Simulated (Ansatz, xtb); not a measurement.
C2H2F2O: which of two isomers lies lower

We compare I, `F[C@@H]1O[C@H]1F`, a singlet, with II, `F[C@@H]1O[C@@H]1F`, a singlet. Both are isolated molecules in the gas phase, relaxed with B3LYP-D3(BJ)/def2-SVP.

Energies in hartree; the thermal terms are from B3LYP-D3(BJ)/def2-SVP harmonic frequencies (ideal gas, rigid rotor, one conformer each, 298.15 K, 1 atm) and include the zero-point energy:

|  | I | II |
| --- | --- | --- |
| E, CCSD(T)/def2-SVP | −351.158371 | −351.155463 |
| E, MP2/def2-SVP | −351.116241 | −351.113221 |
| E, MP2/def2-TZVPP | −351.785900 | −351.782974 |
| zero-point energy | 0.042469 | 0.042608 |
| H(298 K) − E | 0.047619 | 0.047718 |
| G(298 K) − E | 0.015813 | 0.015297 |

Question: Correct the CCSD(T) difference for the basis set by the MP2 change, then work out ΔE, ΔE₀, ΔH and ΔG for I → II in kJ/mol (1 Eh = 2625.50 kJ/mol) and the equilibrium ratio [II]/[I].

Answer: 1. Differences II − I: CCSD(T) +0.002908, MP2 in the small set +0.003020, MP2 in the large set +0.002926 Eh.
2. ΔE = +0.002908 + (+0.002926 − (+0.003020)) = +0.002814 Eh = +7.39 kJ/mol.
3. ΔE₀ = ΔE + ΔZPE = +0.002814 + (+0.000139) Eh = +7.75 kJ/mol.
4. ΔH = ΔE + (+0.000099) Eh = +7.65 kJ/mol.
5. ΔG = ΔE + (−0.000516) Eh = +6.03 kJ/mol, so ΔS = (ΔH − ΔG)/T = +5.4 J/(mol K).
6. kT = 0.9442 mEh, so K = [II]/[I] = exp(−ΔG/kT) = exp(−2.43) ≈ 0.088.

Structure I is favoured at this temperature. An error of 4 kJ/mol in ΔG would change K by a factor of 5. Mirror images and further conformers aren't counted.

As drawn, both hold the same kinds of bond in the same numbers.

Other levels gave ΔE = +13.9 (GFN2-xTB); +3.3 (HF/STO-3G, GFN2-xTB geometries); +6.9 (r2SCAN-D4/def2-SVP, GFN2-xTB geometries); +7.6 (B3LYP-D3(BJ)/def2-SVP); +9.3 (HF/def2-SVP); +7.9 (MP2/def2-SVP); +7.6 (CCSD(T)/def2-SVP) kJ/mol. The correlated steps freeze 5 core orbitals. Programs: Ansatz 0.2.0, xtb 6.7.1.
